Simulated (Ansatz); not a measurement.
```xyz
15

C    -1.160   -0.012    1.538
C     0.174    0.060    0.816
C     0.046    0.123   -0.700
C     1.391    0.204   -1.382
O    -0.603   -1.026   -1.222
H    -1.026    0.007    2.622
H    -1.803    0.831    1.270
H    -1.697   -0.936    1.306
H     0.789   -0.809    1.073
H     0.723    0.948    1.148
H    -0.540    1.020   -0.960
H     1.987   -0.680   -1.143
H     1.937    1.091   -1.055
H     1.267    0.250   -2.465
H    -1.486   -1.072   -0.847
```

Total charge 0; spin multiplicity 1.

Question: List the ωB97M-V/def2-TZVPP orbital energies in eV (the Gaussian-basis code of Ansatz). (Best estimate.)

Answer: The calculation gave: Occupied: -525.84, -282.68, -281.27, -281.26, -280.94, -31.26, -24.83, -23.25, -20.46, -18.85, -17.13, -15.64, -14.67, -14.49, -13.34, -13.08, -12.47, -12.44, -12.01, -11.40, -10.13. Lowest empty: 2.43, 3.23, 3.64, 3.79, 4.40, 4.76, 4.83, 5.36.
